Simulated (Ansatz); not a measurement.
Relaxation of C$_{2}$H$_{5}$NS$_{2}$ (10 atoms, charge 0, multiplicity 1), to a largest force component of 0.02 eV/Å in at most 50 steps.

Theory: RHF/def2-SVP (Ansatz 0.2.0).

```xyz
10
Properties=species:S:1:pos:R:3
N -1.030 -0.756 -1.087
C -0.297 -0.853 0.130
S 1.359 -0.570 -0.119
C 0.359 0.339 0.868
S 0.048 1.960 0.333
H -0.967 0.255 -1.459
H -0.653 -1.310 -1.816
H -0.491 -1.714 0.714
H 0.429 0.231 1.983
H 1.326 2.366 0.457
```

Task: Where does it end, and by what steps?

Result: It converged. After 8 steps the energy has fallen by 1.194 eV; H7 moved furthest, 0.47 Å.

| step | energy less start (eV) | largest force component (eV/Å) | accepted |
| --- | --- | --- | --- |
| 0 | 0.0000 | 6.259 | yes |
| 1 | -0.9061 | 2.622 | yes |
| 2 | -1.0591 | 1.121 | yes |
| 3 | -1.1496 | 0.651 | yes |
| 4 | -1.1557 | 0.700 | yes |
| 5 | -1.1902 | 0.246 | yes |
| 6 | -1.1940 | 0.043 | yes |
| 7 | -1.1943 | 0.020 | yes |
| 8 | -1.1943 | 0.010 | yes |

```xyz
10
Properties=species:S:1:pos:R:3
N -1.014 -0.596 -1.058
C -0.199 -0.816 0.059
S 1.654 -0.654 -0.015
C 0.363 0.294 0.842
S -0.015 1.985 0.349
H -0.717 0.187 -1.610
H -1.081 -1.409 -1.640
H -0.496 -1.685 0.633
H 0.378 0.161 1.916
H 1.210 2.481 0.525
```

The run took 9 s on 2 threads of Intel(R) Xeon(R) 6975P-C (Granite Rapids) (shared host), peak memory 0.23 GiB.
